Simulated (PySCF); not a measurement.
An unknown is described by computed data only.

Formula: P2H4.

* UV, first state: lowest singlet excitation: 6.01 eV (206 nm, f = 0.229) [TDDFT wB97X-D/def2-SVPD]
* Dipole: 0.00 D [wB97X-D/def2-SVPD]
* XPS: P2p3/2 136.7 (×2), P1s 2150.2 (×2) eV [ΔSCF SCAN, pcX-2 on the ionised atom, pcseg-1 elsewhere, spin-free X2C, 2p3/2 from a spin–orbit splitting computed afterwards within the 2p shell]
* Polarisability: 54.0 au [wB97X-D/def2-SVPD]
* Rotational structure: rotational constants A, B, C: 67.087, 6.232, 6.187 GHz [GFN2-xTB]
* Triplet: lowest triplet excitation (Tamm–Dancoff): 4.86 eV [TDA wB97X-D/def2-SVPD]

Electronic properties: PySCF, gas phase, density fitting. Levels stand in brackets. The structure is a single GFN2-xTB conformer in the gas phase; no vibrational or solvent corrections.

**Question.** Give a SMILES that accounts for the data.

**Answer.** The core levels belong to: P2p3/2 136.7 eV, three-coordinate phosphorus; P1s 2150.2 eV, three-coordinate phosphorus. The vanishing dipole is forced by symmetry. The optimised geometry has point group C2h and is an asymmetric top. Structure: `PP` (P2H4).

Conformer computed: `[PH2:1][PH2:2]`: H–P1–P2–H 180°, H–P1–P2–H 87°.
